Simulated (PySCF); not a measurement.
CH4O, SMILES CO (connectivity only; charge and spin as stated), charge +1, multiplicity 2. Atoms are numbered in the order given.

```xyz
6

C     -0.0676    -0.6349     0.0000
O      0.1315     0.7051     0.0000
H      0.5763    -1.0473     0.8274
H      0.5763    -1.0473    -0.8274
H     -1.1007    -0.9733     0.0000
H     -0.6985     1.2366     0.0000
```
Charge +1, spin multiplicity 2.

Geometry: ωB97X-D3(BJ)/def2-TZVP. The spin state was assumed, not searched.

All values below come from ωB97X-D3(BJ)/def2-TZVP in PySCF 2.14.0.

Frequencies are harmonic and unscaled.

Give all harmonic wavenumbers and intensities. (Estimate from the structure and the level; the computed values follow.)


| mode | ν (cm⁻¹) | IR (km/mol) | moving atoms (share of kinetic energy) |
|---|---|---|---|
| 1 | 289 | 291.8 | H 93 % |
| 2 | 916 | 168.6 | H 54 %, C 31 %, O 15 % |
| 3 | 975 | 7.4 | H 76 %, C 15 %, O 9 % |
| 4 | 1049 | 165.1 | H 89 %, C 11 % |
| 5 | 1239 | 17.0 | H 94 % |
| 6 | 1256 | 96.7 | H 47 %, O 34 %, C 19 % |
| 7 | 1290 | 24.1 | H 81 %, C 10 %, O 10 % |
| 8 | 1487 | 17.2 | H 87 %, C 12 % |
| 9 | 2722 | 115.2 | H 94 % |
| 10 | 2792 | 244.1 | H 96 % |
| 11 | 3213 | 16.0 | H 91 %, C 9 % |
| 12 | 3592 | 328.5 | H 94 % |
